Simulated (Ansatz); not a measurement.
in.yaml

```yaml
crystal:
  periodic: [false, false, false]
  atoms:
    - {symbol: P, position_ang: [0.000000, 0.000000, 0.000000]}
    - {symbol: P, position_ang: [0.000000, 0.000000, 2.891000]}
basis:
  gaussian: {orbitals: STO-3G}
magnetization: {spin_polarized: false, initial_magnetization: 6}
correlation: {active_space: {window: {electrons: 2, orbitals: 4}, fixed_orbitals: true, states: [{multiplicity: 3, weights: [0.5, 1, 1]}]}}
output: {forces: true}
```

```sh
$ ansatz run in.yaml --threads 1 --pin off --events-out ev --progress --plain --max-ram 2393MiB
```

(1) How does this run end?

Answers

(1) Stopped by an error. The input was made wrong on purpose (far too many unpaired electrons), so the run isn't a sound calculation of what was asked.
```
273 factors; integrals over basis functions are off by at most 2.7e-8 eV
mean field evaluation 1: about -18332.6658 eV, gradient 8.6e-1 eV
mean field evaluation 2: about -18332.6900 eV, gradient 8.6e-1 eV
mean field evaluation 4: about -18332.6958 eV, gradient 4.4e-5 eV
mean field evaluation 8: about -18332.6958 eV, gradient 6.8e-7 eV
mean field -18332.69578361 eV, -673.7141437001 hartree, gradient 6.8e-7 eV, S^2 12.000000; 0 other end points of the search recorded, 0 dependent functions left out
reference -18332.69578361 eV, -673.7141437001 hartree; 18, 12 occupied and 0, 6 virtual orbitals, 273 factors
Error: 2 electrons in 4 orbitals form no window around the highest filled level of the reference
```
